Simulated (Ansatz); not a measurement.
# B2H5N, SMILES BBN: harmonic frequencies at the relaxed geometry

Program: Ansatz 0.2.0, Python API.

`run_freq.py`:
```python
"""Vibrations of B2H5N."""

import argparse
import itertools

import ansatz as az
from ase import Atoms
from ase.data import atomic_numbers, covalent_radii
import numpy as np

parser = argparse.ArgumentParser(description="Vibrations of B2H5N.")
parser.add_argument("--basis-set", default="def2-SVP", help="basis")
parser.add_argument("--xc", required=True, help="exchange-correlation functional")
args = parser.parse_args()


def main() -> None:
    atoms = Atoms(["B", "B", "N", "H", "H", "H", "H", "H"], positions=[
        [-0.9481, 0.6087, -0.752],
        [0.2635, 0.3323, 0.2599],
        [0.9163, -1.0235, 0.2205],
        [-1.3086, -0.1707, -1.5083],
        [-1.5103, 1.7088, -0.7696],
        [0.656, 1.1987, 0.9857],
        [1.7371, -1.0015, 0.9534],
        [0.2863, -1.7099, 0.5547],
    ])
    geometry = az.Crystal.molecule_from_ase(atoms)

    job = (
        geometry.calculation()
        .basis(gaussian=args.basis_set)
        .functional(args.xc)
    )
    symbols = [site.symbol for site in geometry.cartesian_sites]
    start = np.array([site.position_ang for site in geometry.cartesian_sites], dtype=float)
    r = job.relax(force_tolerance=0.003, max_steps=100).run(threads=1).report
    end = np.array(r["positions_ang"])

    # pairs closer than 1.2 times the sum of covalent radii, before or after
    radius = [covalent_radii[atomic_numbers[s]] for s in symbols]
    span = lambda where, i, j: np.linalg.norm(where[i] - where[j])
    bonded = [(i, j) for i, j in itertools.combinations(range(len(symbols)), 2) if min(span(start, i, j), span(end, i, j)) < 1.2 * (radius[i] + radius[j])]
    print("pair        before    after (A)")
    for i, j in bonded:
        print(f"{symbols[i]}{i}-{symbols[j]}{j}".ljust(10), f"{span(start, i, j):8.4f} {span(end, i, j):8.4f}")

    # frequencies need a stationary point, so they are taken at the relaxed geometry
    minimum = az.Crystal.molecule()
    for symbol, place in zip(symbols, end):
        minimum = minimum.atom(symbol, place.tolist())
    vibrating = (
        minimum.calculation()
        .basis(gaussian=args.basis_set)
        .functional(args.xc)
        .phonons(temperatures=(100, 500, 100))
    )
    vib = vibrating.run(threads=1).report["vibrations"]
    sums = vib["harmonic_sums"]
    modes = [m["omega_inv_cm"] for m in sums["modes_at_gamma"] if m["rigid_motion"] == "no"]
    for number, w in enumerate(modes, start=1):
        print(f"mode {number:2d} {w:9.1f} 1/cm {w / 8065.544 * 1000:8.2f} meV")
    print("imaginary modes:", sum(w < 0 for w in modes), " zero-point energy:", round(sums["zero_point_energy_ev"], 4), "eV")
    print("T (K)   F_vib (eV)   S_vib (meV/K)   C_vib (meV/K)")
    for row in zip(sums["temperatures_k"], sums["vibrational_free_energy_ev"], vib["entropy_ev_per_k"], vib["heat_capacity_ev_per_k"]):
        print(f"{row[0]:6.1f} {row[1]:11.4f} {1000 * row[2]:13.4f} {1000 * row[3]:15.4f}")


if __name__ == "__main__":
    main()
```

```console
$ python run_freq.py --xc pbe0
pair        before    after (A)
B0-B1        1.6026   1.6764
B0-H3        1.1443   1.2140
B0-H4        1.2356   1.2140
B1-N2        1.5053   1.3929
B1-H5        1.1964   1.2230
N2-H6        1.1006   1.0117
N2-H7        0.9898   1.0115
mode  1     238.3 1/cm    29.55 meV
mode  2     271.3 1/cm    33.64 meV
mode  3     388.9 1/cm    48.21 meV
mode  4     592.4 1/cm    73.45 meV
mode  5     722.6 1/cm    89.60 meV
mode  6     755.5 1/cm    93.67 meV
mode  7     825.5 1/cm   102.35 meV
mode  8     925.8 1/cm   114.78 meV
mode  9     987.7 1/cm   122.46 meV
mode 10    1118.7 1/cm   138.70 meV
mode 11    1170.6 1/cm   145.14 meV
mode 12    1412.2 1/cm   175.09 meV
mode 13    1613.7 1/cm   200.08 meV
mode 14    2513.0 1/cm   311.57 meV
mode 15    2555.6 1/cm   316.85 meV
mode 16    2629.0 1/cm   325.95 meV
mode 17    3625.5 1/cm   449.51 meV
mode 18    3724.3 1/cm   461.76 meV
imaginary modes: 0  zero-point energy: 1.6162 eV
T (K)   F_vib (eV)   S_vib (meV/K)   C_vib (meV/K)
 100.0      1.6157        0.0238          0.0746
 200.0      1.6085        0.1270          0.2448
 300.0      1.5893        0.2601          0.4227
 400.0      1.5562        0.4040          0.5801
 500.0      1.5085        0.5477          0.7080
```

The frequencies are harmonic and unscaled, in a modest basis. The result belongs to the one conformer reached from this start, and soft torsions count as harmonic oscillators. It ran for 41 s on 1 thread of AMD EPYC 9R45 96-Core Processor (Zen 5) (shared host), peak memory 0.21 GiB.

(A comment or docstring line of the script was reworded after the run, the code is as it ran; lines on the test bed's own set-up are left out of the output.)
